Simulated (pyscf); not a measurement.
Single points on ωB97X-D3(BJ)/def2-SVP structures (PySCF, gas phase).

Q: For the elementary gas-phase step `[CH3][InH2]` + `[FH]` → `[CH3][InH][F]` + `[H][H]` (singlet surface; H–In, F–H broken, F–In, H–H formed), what barrier and reaction energy does ωB97X-D3(BJ)/def2-TZVP give, measured from the separated reactants?

A: ΔE‡ = 0.02 eV, ΔE = -0.77 eV. ωB97M-D3(BJ)/def2-TZVP gives 0.09 eV and -0.71 eV. Zero-point energy shifts the barrier by +0.03 eV. It is a four-centre exchange, with an imaginary mode of 989i cm⁻¹. On the reactant side the descent ends in an adduct with a F–In contact, 0.31 eV under the separated species and 0.33 eV under the saddle at ωB97X-D3(BJ)/def2-TZVP. What is counted as formed (F–In) is already present as a longer contact in the reactant adduct; forming that adduct is a step of its own. At the saddle there is also a short H–In contact that neither side keeps. One saddle was located; it need not be the lowest between these sides. Elements past Kr carry the def2 core potentials, without spin-orbit coupling.
